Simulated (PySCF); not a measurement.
## Electron affinity of Li by level of theory

Li- [He] 2s2 (1S) → Li [He] 2s1 (2S), as a difference of total energies. All numbers are calculated (PySCF 2.14, the spin-free X2C one-electron Hamiltonian (Gaussian nucleus), in x2c-TZVPPall with one added diffuse shell each of s, p type (6s4p1d, 23 functions)). Correlated levels: valence and next inner shell: nothing frozen. The calculations carry no spin-orbit coupling.

| method | electron affinity (eV) |
| --- | --- |
| UHF | -0.131 |
| MP2 (valence and next inner shell) | 0.281 |
| SCS-MP2 (valence and next inner shell) | 0.362 |
| CCSD (valence and next inner shell) | 0.575 |
| CCSD(T) (valence and next inner shell) | 0.581 |
| CCSDT (valence and next inner shell) | 0.582 |

Errors of the correlated levels include the incompleteness of this basis.

A negative affinity means that the anion lies above the atom at that level of theory.

The coupled-cluster amplitudes are large for Li- (T1 above 0.03 or a double amplitude above 0.15), so a single reference is strained.

For comparison: 0.618 eV (measured; photodetachment measurements, as compiled on the Wikipedia data page of electron affinities).
